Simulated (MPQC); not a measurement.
# HBS (hydrogen boron sulfide): levels of theory compared

Wanted: a comparison of 6 runs (HF/STO-3G, HF/def2-SVP, B3LYP/6-31G*, B3LYP/def2-SVP, PBE0/def2-SVP, SVWN5/def2-TZVP) of HBS (hydrogen boron sulfide). 

The calculation is run with MPQC 2.3.1.

1 further run of the same task is left out (set aside as unsound or not needed).

## Step 1: The structure to begin with

HBS: 3 atoms, total charge 0, spin state singlet. SMILES: `B=S`. Geometry: relaxed at GFN2-xTB.

Bond lengths: B1–S2 1.592 Å, B1–H3 1.144 Å. Angles: S2–B1–H3 179.9°.

## Step 2: Energy and forces at HF/STO-3G (run 1)

The input, input.in:

```
% BHS
molecule<Molecule>: (
  symmetry = c1
  unit = bohr
  { atoms geometry } = {
    B  [ -0.07753546    -0.03042459     0.26936156 ]
    S  [ 0.74704653     0.27686377    -2.60717955 ]
    H  [ -0.66952997    -0.24643918     2.33779909 ]
  }
)
basis<GaussianBasisSet>: (
  name = "STO-3G"
  molecule = $:molecule
  basisdir = "."
  puream = yes
)
mpqc: (
  checkpoint = no
  savestate = no
  restart = no
  do_energy = yes
  do_gradient = yes
  optimize = no
  mole<CLHF>: (
    molecule = $:molecule
    basis = $:basis
    total_charge = 0
    memory = 1000000000
    print_evals = yes
    print_npa = yes
    maxiter = 120
    value_accuracy = 1e-08
    guess_wavefunction<CLHF>: (
      molecule = $:molecule
      total_charge = 0
      memory = 1000000000
      value_accuracy = 1e-3
      basis<GaussianBasisSet>: (
        name = "STO-3G"
        molecule = $:molecule
      )
    )
  )
)
```

The basis set STO-3G is read from a file made from the Basis Set Exchange's data (not shown).

Command:

```bash
mpqc input.in > input.out
```

Output:

```text
MPQC: Massively Parallel Quantum Chemistry
[...]
  LUMO is    12   A =   0.287568
  total scf energy = -418.1212829428
[...]
Value of the MolecularEnergy: -418.1212829428
  Gradient of the MolecularEnergy:
      1   -0.0200732609
      2   -0.0076471722
      3    0.0699065569
      4    0.0195417646
      5    0.0073538065
      6   -0.0681203031
      7    0.0005314963
      8    0.0002933657
      9   -0.0017862538
  Function Parameters:
    value_accuracy    = 1.219512e-09 (1.000000e-08) (computed)
[...]
      symmetry = c1
[...]
```

It took 0.1 s on 1 thread of Arm Neoverse V1, shared host.

## Step 3: Energy and forces at HF/def2-SVP (run 2)

The input, job.in:

```
% emacs should use -*- KeyVal -*- mode
molecule<Molecule>: (
    symmetry = c1
    unit = bohr
    { atoms geometry } = {
        B  [ -0.07753546    -0.03042459     0.26936156 ]
        S  [ 0.74704653     0.27686377    -2.60717955 ]
        H  [ -0.66952997    -0.24643918     2.33779909 ]
    }
)
basis<GaussianBasisSet>: (
    name = "def2-SVP"
    molecule = $:molecule
    basisdir = "."
    puream = yes
)
mpqc: (
    checkpoint = no
    savestate = no
    restart = no
    do_energy = yes
    do_gradient = yes
    optimize = no
    mole<CLHF>: (
        molecule = $:molecule
        basis = $:basis
        total_charge = 0
        memory = 1000000000
        print_evals = yes
        print_npa = yes
        maxiter = 120
        value_accuracy = 1e-08
        guess_wavefunction<CLHF>: (
            molecule = $:molecule
            total_charge = 0
            memory = 1000000000
            value_accuracy = 1e-3
            basis<GaussianBasisSet>: (
                name = "3-21G"
                molecule = $:molecule
            )
        )
    )
)
```

The basis set def2-SVP is read from a file made from the Basis Set Exchange's data (not shown).

Command:

```bash
mpqc -o job.out job.in
```

Output:

```text
MPQC: Massively Parallel Quantum Chemistry
[...]
  LUMO is    12   A =   0.096300
  total scf energy = -422.6661769378
[...]
Value of the MolecularEnergy: -422.6661769378
  Gradient of the MolecularEnergy:
      1   -0.0043422998
      2   -0.0017252490
      3    0.0150718131
      4   -0.0012280176
      5   -0.0003948161
      6    0.0043286517
      7    0.0055703174
      8    0.0021200651
      9   -0.0194004648
  Function Parameters:
    value_accuracy    = 5.727365e-09 (1.000000e-08) (computed)
[...]
      symmetry = c1
[...]
```

Wall time 0.42 s (1 thread of Arm Neoverse V1, shared host).

Runs 3 to 5 aren't shown in full; the table further down has their settings and results.

## Step 4: Energy and forces at SVWN5/def2-TZVP (run 6)

The input, mol.in:

```
% BHS
molecule<Molecule>: (
    symmetry = c1
    unit = angstrom
    { atoms geometry } = {
        B  [ -0.041030      -0.016100       0.142540 ]
        S  [ 0.395320       0.146510      -1.379660 ]
        H  [ -0.354300      -0.130410       1.237110 ]
    }
)
basis<GaussianBasisSet>: (
    name = "def2-TZVP"
    molecule = $:molecule
    basisdir = "."
    puream = yes
)
mpqc: (
    checkpoint = no
    savestate = no
    restart = no
    do_energy = yes
    do_gradient = yes
    optimize = no
    mole<CLKS>: (
        molecule = $:molecule
        basis = $:basis
        total_charge = 0
        memory = 1000000000
        print_evals = yes
        print_npa = yes
        maxiter = 120
        value_accuracy = 1e-08
        functional<StdDenFunctional>: ( name = "SVWN5" )
        integrator<RadialAngularIntegrator>: ( grid = xfine )
        guess_wavefunction<CLHF>: (
            molecule = $:molecule
            total_charge = 0
            memory = 1000000000
            value_accuracy = 1e-3
            basis<GaussianBasisSet>: (
                name = "STO-2G"
                molecule = $:molecule
            )
        )
    )
)
```

The basis set def2-TZVP is read from a file made from the Basis Set Exchange's data (not shown).

Command:

```bash
mpqc -o mol.out mol.in
```

Output:

```text
MPQC: Massively Parallel Quantum Chemistry
[...]
  Integrated electron density error = -0.000030225604
  iter     1 energy = -421.4486174731 delta = 9.23298e-02
  Integrated electron density error = 0.000013628299
  iter     2 energy = -421.9321212955 delta = 4.51035e-02
[...]
  Integrated electron density error = -0.000000122663
  iter    12 energy = -422.0103035556 delta = 2.92282e-07
  Integrated electron density error = -0.000000122663
  iter    13 energy = -422.0103035556 delta = 6.42521e-08
  Integrated electron density error = -0.000000122660
  iter    14 energy = -422.0103035556 delta = 1.85199e-08
[...]
  LUMO is    12   A =  -0.083869
  total scf energy = -422.0103035556
[...]
  Integrated electron density error = -0.000000132627
  Total Gradient:
[...]
Value of the MolecularEnergy: -422.0103035556
  Gradient of the MolecularEnergy:
      1   -0.0045054038
      2   -0.0017519661
      3    0.0156641476
      4   -0.0015238452
      5   -0.0005178538
      6    0.0053524511
      7    0.0060292490
      8    0.0022698200
      9   -0.0210165987
  Closed Shell Kohn-Sham (CLKS) Parameters:
    Function Parameters:
[...]
        symmetry = c1
[...]
```

It took 14 s on 1 thread of Arm Neoverse V1, shared host; peak memory 0.5 GiB.

## Step 5: Overview of the runs

| run | level | starting guess | integration grid | energy (Eh) | HOMO energy (eV) | LUMO energy (eV) | HOMO–LUMO gap (eV) | wall time |
| --- | --- | --- | --- | --- | --- | --- | --- | --- |
| 1 | HF/STO-3G | STO-3G | – | -418.121283 | -7.96 | 7.83 | 15.78 | 0.1 s |
| 2 | HF/def2-SVP | 3-21G | – | -422.666177 | -10.94 | 2.62 | 13.56 | 0.42 s |
| 3 | B3LYP/6-31G* (spherical functions) | STO-3G | xfine | -423.649826 | -8.17 | -1.07 | 7.10 | 4.8 s |
| 4 | B3LYP/def2-SVP | huckel STO-3G | xfine | -423.527454 | -8.18 | -1.09 | 7.09 | 5.1 s |
| 5 | PBE0/def2-SVP | STO-3G | xfine | -423.327184 | -8.51 | -0.95 | 7.56 | 5.7 s |
| 6 | SVWN5/def2-TZVP | STO-2G | xfine | -422.010304 | -7.57 | -2.28 | 5.29 | 14 s |

## Step 6: Results

| quantity | value |
| --- | --- |
| run 6: total energy | -422.01030 Eh |
| run 6: HOMO energy | -7.57 eV |
| run 6: LUMO energy | -2.28 eV |
| run 6: HOMO–LUMO gap | 5.29 eV |
| run 6: largest force on an atom | 1.130 eV/Å |

The HOMO–LUMO gap runs from 5.29 eV (SVWN5/def2-TZVP) to 15.78 eV (HF/STO-3G). The two ends differ in method and basis. Totals of different functionals can't be ranked against each other. In run 1 the basis is minimal, so the values are rough. All runs together took 30 s, the longest 14 s.
